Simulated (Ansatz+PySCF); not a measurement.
The numbers below are computed, except where a source is named.
# Several solutions for singlet H2S

```xyz
3

S     0.0000    0.0000   -0.1716
H     0.0000    1.6030    1.3730
H     0.0000   -1.6030    1.3730
```

Basis set: 6-31G (spherical functions). Charge 0, multiplicity 1.

PBE0 (unrestricted) was run from several starts with Ansatz (development build ahead of 0.2.0) and PySCF 2.14.0.

```json
{"run": "A", "program": "Ansatz", "start": "atomic start, no search", "converged": "yes", "energy (hartree)": "-398.99683", "<S²>": "0.00"}
{"run": "B", "program": "Ansatz", "start": "stability test followed", "converged": "yes", "energy (hartree)": "-399.00253", "<S²>": "–"}
{"run": "C", "program": "PySCF", "start": "program defaults", "converged": "yes", "energy (hartree)": "-398.99683", "<S²>": "0.00"}
{"run": "D", "program": "Ansatz", "start": "search for the lowest state", "converged": "yes", "energy (hartree)": "-399.00254", "<S²>": "0.69"}
{"run": "E", "program": "Ansatz", "start": "stability test followed", "converged": "yes", "energy (hartree)": "-399.00254", "<S²>": "0.69"}
```

**Question.** Which runs reached the lowest solution of this kind, and what is wrong with the others?

**Answer.** B, D, E reached the lowest solution found. Converged but too high: A by 0.16 eV, C by 0.16 eV. Convergence only shows a stationary point, and even a stable one can lie too high; stability tests and further starts are what find lower ones.
